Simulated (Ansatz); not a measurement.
## Worked example: correlation energy of Al–AlH–Al⁺, doublet

Geometry: that of the Al–AlH–Al, singlet, kept fixed.

```xyz
4

Al    0.0000    0.5328    2.1869
Al    0.0000   -1.0930    0.0000
Al    0.0000    0.5328   -2.1869
H     0.0000    0.7361    0.0000
```

Basis cc-pVTZ; Ansatz 0.2.0. Correlated methods freeze the noble-gas cores, which leaves 9 electrons in 101 orbitals. Prefix R: restricted or restricted open-shell reference; prefix U: unrestricted.

Full CI isn't at hand for all of this; UCCSDT(Q) serves as the reference, and is uncertain by about the last step of the cluster series.

Unrestricted rows (U) aren't spin-pure: their determinants' ⟨S²⟩ exceeds S(S+1) by up to 0.21, so they mix in states of higher spin.

Runs differ by some tens of microhartree through their thresholds and, for an open shell, their frozen cores, so steps under 0.03 kcal/mol mean nothing.

```csv
level,total energy (hartree)
UHF,-726.076446
UMP2,-726.226339
UCCSD,-726.271236
UCCSD(T),-726.280845
UCCSDT,-726.282959
UCCSDT(Q),-726.283708
```

Problem. What is the correlation energy at UCCSDT(Q), and what share of it do UMP2 and UCCSDT recover?

Solution. E(corr) = -726.283708 − (-726.076446) = -0.207262 hartree = -5.640 eV. UMP2: -0.149893 / -0.207262 = 72.32 %. UCCSDT: -0.206513 / -0.207262 = 99.64 %.

Problem. By how many kcal/mol does UCCSD(T) miss UCCSDT(Q) (1 hartree = 627.509 kcal/mol), and which steps make up the rest?

Solution. -726.280845 − (-726.283708) = 0.002863 hartree = 1.80 kcal/mol. Steps: UCCSDT − UCCSD(T) = -1.33, UCCSDT(Q) − UCCSDT = -0.47 kcal/mol. Differences between like states or geometries often cancel part of this.
